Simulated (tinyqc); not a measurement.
Inside a calculation. Method: Pariser-Parr-Pople SCF with singles CI, for the molecule C=CC=C[CH2-] (SMILES; centres numbered as the heavy atoms are written). One step of it, computed by the program tinyqc.

Question. Iteration 3: Fock matrix. F_rr = H_rr + P_rr gamma_rr / 2 + sum_(s != r) P_ss gamma_rs; F_rs = H_rs - P_rs gamma_rs / 2; E = tr P (H + F) / 2 + core repulsion sum_(r<s) z_r z_s gamma_rs.

P after iteration 2, lower triangle:
```
,1C,2C,3C,4C,5C
1C,1.289461
2C,0.804135,1.024749
3C,-0.355474,0.538536,1.371580
4C,-0.179231,0.046165,0.538536,1.024749
5C,0.268045,-0.179231,-0.355474,0.804135,1.289461
```

core matrix H (eV), lower triangle:
```
,1C,2C,3C,4C,5C
1C,-25.601862
2C,-2.390000,-28.605411
3C,0.000000,-2.390000,-29.596883
4C,0.000000,0.000000,-2.390000,-28.605411
5C,0.000000,0.000000,0.000000,-2.390000,-25.601862
```

repulsion gamma_rs (eV), lower triangle:
```
,1C,2C,3C,4C,5C
1C,11.130000
2C,5.344569,11.130000
3C,3.872154,5.346287,11.130000
4C,2.881359,3.873196,5.346287,11.130000
5C,2.343780,2.881359,3.872154,5.344569,11.130000
```

Centres (angstrom, eV; a flat drawing with bonds scaled to 1.40 angstrom):
```
centre,x,y,core charge z,W,gamma_rr
1C,-2.425000,-0.280000,1,11.160000,11.130000
2C,-1.212000,0.420000,1,11.160000,11.130000
3C,0.000000,-0.280000,1,11.160000,11.130000
4C,1.212000,0.420000,1,11.160000,11.130000
5C,2.425000,-0.280000,1,11.160000,11.130000
```

Give: F; pi energy.

Answer.

F (eV), lower triangle:
```
,1C,2C,3C,4C,5C
1C,-1.6633
2C,-4.5389,-0.9938
3C,0.6882,-3.8296,-1.0209
4C,0.2582,-0.0894,-3.8296,-0.9938
5C,-0.3141,0.2582,0.6882,-4.5389,-1.6633
```

pi energy = -63.8933 eV
